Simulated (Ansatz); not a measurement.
# AlH (singlet): wave-function methods side by side at distance Al1–H2 = 1.665 Å, cc-pVQZ

The task here is to estimate one member of a computed series from the others.

Program: Ansatz 0.2.0, Gaussian basis. Level of theory: cc-pVQZ, core rule «outside noble gas», up to 5 orbitals frozen. These are calculated values, not measurements.

To be run: UHF; CCSD(T) on RHF; CCSD(T) on UHF; BCCD(T) on RHF; CCSDT(Q) on RHF; CCSDT(Q) on UHF; CASSCF and NEVPT2, 4 electrons in 5 orbitals; Full CI.

17 further runs of the same task are left out: 10 that didn't finish, 7 set aside as unsound or not needed.

## The system

The geometry derives from a PBE0/def2-TZVP stationary point (not a proven minimum). One bond is set to the value named and the two fragments are kept rigid.

2 atoms, charge 0, spin multiplicity 1.

Atoms are counted from 1 here; the program's logs count them from 0.

Bond lengths: Al1–H2 1.665 Å.

The first run:

in.yaml

```yaml
crystal:
  periodic: [false, false, false]
  atoms:
    - {symbol: Al, position_ang: [0.000000, 0.000000, 0.000000]}
    - {symbol: H, position_ang: [0.000000, 0.000000, 1.664886]}
basis:
  gaussian: {orbitals: cc-pVQZ}
magnetization: {spin_polarized: true, initial_magnetization: 0}
hamiltonian: {xc: hf}
output: {orbitals: {seedname: orbitals}}
```

Launch:

```console
$ ansatz run in.yaml --threads 1 --pin off --events-out ev --progress --plain --max-ram 2393MiB
```

Steps of the session up to this table: UHF; CCSD(T) on RHF; CCSD(T) on UHF; BCCD(T) on RHF; CCSDT(Q) on RHF; CCSDT(Q) on UHF; CASSCF and NEVPT2, 4 electrons in 5 orbitals; Full CI.

One table of the session follows, with a row left open; its other results are not shown here.

It belongs to the step «Misses and costs». 

| method | from FCI (meV) |
| --- | --- |
| RHF | +2360.2 |
| UHF | +2345.9 |
| RMP2 | +568.7 |
| RCCSD | ? |
| RCCSD(T) | +11.8 |
| BCCD(T) | +11.8 |
| RCCSDT | +1.8 |
| RCCSDT(Q) | +0.3 |
| CASSCF valence | +1111.8 |
| NEVPT2 valence | +379.8 |
| FCI | 0 |

Q: Estimate the row for RCCSD from the others.

**Answer.** from FCI (meV): +54.9. In the column «from FCI (meV)» it lies between BCCD(T) (+11.8) and NEVPT2 valence (+379.8).

Not comparable, so not listed: CCSD(T) on UHF; CCSDT(Q) on UHF (they don't share determinant, frozen orbitals or solution with the rows shown, or repeat one).
